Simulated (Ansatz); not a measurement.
## Scan of [NH$_{2}$···H···H], doublet

Starting geometry:

```tsv
atom	x (Å)	y (Å)	z (Å)
N	-0.1364	-0.0316	-0.0492
H	-0.4337	0.9362	-0.0492
H	-0.4337	-0.4339	0.8311
H	0.8761	-0.0316	-0.0492
H	1.8866	-0.0316	-0.0492
```

From there H4 is moved from one fragment to the other while all else, the fragments' distance too, stays fixed; atoms are numbered as listed. Energies are in kJ/mol, counted from the starting geometry at the same level. Kohn–Sham curves are unrestricted where that lies lower.

Basis cc-pVTZ; Ansatz 0.2.0. Only valence electrons are correlated (noble-gas cores frozen). Prefix R: restricted or restricted open-shell reference; prefix U: unrestricted.

Full CI isn't at hand for all of this; UCCSDT(Q) serves as the reference, and is uncertain by about the last step of the cluster series.

```json
{"distance N1-H4 (Å)": "1.012", "SPW92": "0.0"}
{"distance N1-H4 (Å)": "1.050", "SPW92": "-2.8"}
{"distance N1-H4 (Å)": "1.126", "SPW92": "1.7"}
{"distance N1-H4 (Å)": "1.202", "SPW92": "15.1"}
{"distance N1-H4 (Å)": "1.278", "SPW92": "36.9"}
```

Question: Estimate the UCCSDT(Q) curve in cc-pVTZ from this one, knowing how SPW92 errs.

Answer: The computed UCCSDT(Q) values, in kJ/mol from the starting point, and the error of SPW92 against them:
```csv
distance N1-H4 (Å),UCCSDT(Q),SPW92 less UCCSDT(Q)
1.012,0.0,0.0
1.050,0.5,-3.4
1.126,8.8,-7.1
1.202,19.8,-4.7
1.278,32.0,4.9
```

The error spans 12.0 kJ/mol and is largest, -7.1 kJ/mol, at 1.126 Å.
